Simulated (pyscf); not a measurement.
This saddle point was located with ωB97X-D3(BJ)/def2-SVP in PySCF.

```
Mo
O 1 1.6356
F 1 1.8207 2 107.53
F 1 1.8283 2 96.93 3 97.93
F 1 1.8284 2 96.90 4 164.17
F 1 2.1253 2 154.21 5 -82.16
H 6 1.2434 1 66.57 2 -0.01
H 7 0.9697 6 149.86 1 0.07
```

Surface: singlet, charge 0. Lowest wavenumbers (cm⁻¹): 1086i, 115, 197, 205, 240.

### Question
Which two sides does it connect, and which bonds change?

### Answer
`[O]=[Mo]([F])([F])([F])[F]` + `[H][H]` ⇌ `[O]=[MoH]([F])([F])[F]` + `[FH]`, a four-centre exchange read from left to right: F–Mo, H–H broken and H–Mo, F–H formed. At ωB97M-D3(BJ)/def2-TZVP it lies +37.8 kcal/mol from the left side and +16.8 kcal/mol from the right (each side as separated species at their lowest minima found). On the product side the descent ends in a complex, 6.4 kcal/mol under the separated species and 21.4 kcal/mol under the saddle at ωB97X-D3(BJ)/def2-TZVP. At the saddle there is also a short H–Mo contact that neither side keeps. One saddle was located; it need not be the lowest between these sides. Elements past Kr carry the def2 core potentials, without spin-orbit coupling.
